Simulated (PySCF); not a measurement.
A PySCF script (with the pyscf-properties extension) for the NMR shieldings of `[H][Si-]([H])[H]`, [H3Si]-, on a PBE0-D3(BJ)/def2-SVP geometry:

```python
import basis_set_exchange as bse
import numpy as np
from pyscf import gto, dft
from pyscf.prop import nmr

atoms = """
Si    0.022635    0.016642   -0.641504
H     1.295354   -0.054384    0.257582
H    -0.618777    1.147141    0.221007
H    -0.699212   -1.109398    0.162915
"""
names = dict.fromkeys(["Si", "H"], "pcSseg-1")
basis = {el: gto.basis.parse(bse.get_basis(n, elements=[el], fmt="nwchem")) for el, n in names.items()}
mol = gto.M(atom=atoms, basis=basis, charge=-1, verbose=0)
mf = dft.RKS(mol, xc="PBE0")
mf.grids.level = 2
mf.grids.alignment = dft.numint.BLKSIZE   # the property module wants whole blocks of grid points
mf.conv_tol = 1e-9
mf.kernel()

calc = nmr.RKS(mf)   # GIAO
C = mf.mo_coeff
Co = C[:, mf.mo_occ > 0]
resp = mf.gen_response(singlet=True, hermi=2)
def vind(x):   # induced exchange potential for any number of trial vectors
    d = np.einsum("pi,xij,qj->xpq", C, 2 * x.reshape(-1, C.shape[1], Co.shape[1]), Co, optimize=True)
    return np.einsum("xpq,pi,qj->xij", resp(d - d.transpose(0, 2, 1)), C, Co, optimize=True).ravel()
mo1, _ = nmr.rhf.solve_mo1(calc, with_cphf=vind)
sigma = calc.kernel(mo1)
for i, s in enumerate(sigma):   # ppm
    print("%2d %-2s %9.2f" % (i, mol.atom_pure_symbol(i), np.trace(s) / 3))
```

Question: Give the expected output.

Answer: 
```
 0 Si    550.54
 1 H      29.93
 2 H      29.93
 3 H      29.93
```

These numbers come from an equivalent density-fitted implementation of the same equations, which agrees with the script to about 0.01 ppm for H and up to a few tenths of a ppm for heavy atoms, so last digits may differ.

Question: Turn these shieldings into chemical shifts. Referencing at the same level of theory: ²⁹Si (351.99 ppm), ¹H (31.27 ppm) vs TMS.

Answer: Averaging equivalent atoms: Si 0: -198.5; H 1/2/3: 1.34 ppm. 

Size and cost of the density-fitted run: 39 basis functions, 1.1 s wall time on 1 thread of an Arm Neoverse V1, shared host.
